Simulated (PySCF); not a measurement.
NMR data simulated for an unnamed compound:

1H NMR (400 MHz, computed): δ 3.39 (d, J = 6.6 Hz, 2H), 1.74 (sept of t, J = 7.4, 6.6 Hz, 1H), 0.94 (d, J = 7.4 Hz, 6H), 0.35 (br s, 1H).

13C{1H} NMR (computed): δ 75.4 (CH2), 34.9 (CH), 21.0 (CH3).

Computed data (PySCF 2.14): B3LYP/pcJ-1 coupling constants (without the spin–dipole term), GIAO CAM-B3LYP/pcSseg-2 shieldings, PBE0-D3(BJ)/def2-SVP geometry. Averaged over atoms made equivalent by symmetry, fast rotation or ring inversion, non-relativistic, one computed conformer, no solvent model.

δ = σ(ref) − σ, references computed at the same level: 1H and 13C against TMS.

Problem. Which of these does the molecule contain: an OH group, a CF3 group, a tert-butyl group, a three-membered ring, a (CH3)2CH unit?

Solution. 
- An OH group: yes (δH 0.35 (br s)).
- A CF3 group: no.
- A tert-butyl group: no.
- A three-membered ring: no.
- A (CH3)2CH unit: yes (δC 21.0, 34.9; δH 0.94 (d), 1.74 (sept of t)).

The data belong to SMILES OCC(C)C, C4H10O; they needn't prove each group on their own.

Carbon signals by region: 1 at 50–100 ppm, 2 below 50 ppm.

Exchangeable OH/NH protons stand at their gas-phase positions; hydrogen bonding in a real sample shifts them, mostly to higher δ. Multiplet labels drop couplings under 1 Hz and merge nearly equal ones. Unscaled 3J(H,H) at this level run about 10 % above measured values. Shifts are as computed, not scaled to solution data. Of 1211 compounds with measured shifts, 218 miss one by over three times the rms of a fit or turn the order of signals round; such compounds aren't used in these exercises. Couplings to exchangeable protons are dropped. Vicinal H,H couplings across rotating CH2–CH2 and CH–CH2 bonds are estimated from the computed gauche and anti values for equal rotamer populations, (2 J gauche + J anti)/3.
